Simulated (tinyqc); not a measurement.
Pariser-Parr-Pople SCF with singles CI, for the molecule C=C1C(F)=C1Cl (SMILES; centres numbered as the heavy atoms are written), step by step. One step of it, computed by the program tinyqc.

Task: Singles CI, singlets. Over the 8 single excitations with the smallest orbital gaps: A = (e_a - e_i) delta + 2 (ia|jb) - (ij|ab), with (pq|rs) = sum c_mp c_mq gamma_mn c_nr c_ns. f = 2/3 w |mu|^2 in atomic units, mu = sqrt2 sum c_ia sum_m c_mi c_ma R_m.

orbital energies (eV): -18.677555  -14.298408  -12.438701  -7.993171  -1.139197  0.395094

coefficients:
```
          MO1        MO2        MO3        MO4        MO5        MO6
1C   0.014824   0.099158  -0.257061   0.733738  -0.003389  -0.620874
2C   0.066208   0.271594  -0.524329   0.378708   0.002379   0.709582
3C   0.223145   0.249169  -0.440863  -0.389476   0.697260  -0.236429
4F   0.969282  -0.127934   0.157207   0.079766  -0.109512   0.032487
5C   0.075064   0.419495  -0.364596  -0.383673  -0.696716  -0.229872
6Cl  0.021463   0.813619   0.554071   0.113797   0.128086   0.034836
```

repulsion gamma_rs (eV), lower triangle:
```
            1C         2C         3C         4F         5C        6Cl
1C   11.130000
2C    5.345539  11.130000
3C    3.601766   5.346287  11.130000
4F    3.057515   4.011835   6.301986  21.400000
5C    3.601766   5.346287   5.345539   4.011617  11.130000
6Cl   2.869723   3.694602   3.694417   3.089265   5.553001  13.000000
```

Centres (angstrom, eV; a flat drawing with bonds scaled to 1.40 angstrom):
```
centre          x          y  core charge z          W   gamma_rr
1C       2.208000   0.000000              1  11.160000  11.130000
2C       0.808000   0.000000              1  11.160000  11.130000
3C      -0.404000   0.700000              1  11.160000  11.130000
4F      -1.104000   1.912000              2  39.000000  21.400000
5C      -0.404000  -0.700000              1  11.160000  11.130000
6Cl     -1.104000  -1.912000              2  26.000000  13.000000
```

Give: singlet CI matrix; singlet excitation energies; oscillator strengths.

Result:

singlet CI matrix (eV), lower triangle:
```
         4>5      4>6      3>5      3>6      2>5      2>6      1>5      1>6
4>5   3.3733
4>6  -0.0020   5.6844
3>5   0.7225  -0.0778   7.4932
3>6  -0.0310  -0.3629  -0.0817   9.1868
2>5  -0.4497  -0.1408  -0.3815  -0.0975   8.9513
2>6  -0.0531   0.1963  -0.1506   0.2043  -0.1383  11.0156
1>5  -0.1438   0.1095  -0.1648   0.0326   0.0934  -0.0411  12.6446
1>6   0.0418   0.0481   0.0698   0.0797  -0.0489  -0.0469   0.3011  15.2771
```

singlet excitation energies (eV): 3.2233  5.6251  7.4679  9.0870  9.2252  11.0582  12.6257  15.3138

oscillator strengths: 0.0565  0.7553  0.3923  0.1746  0.0229  0.0027  0.0090  0.0016
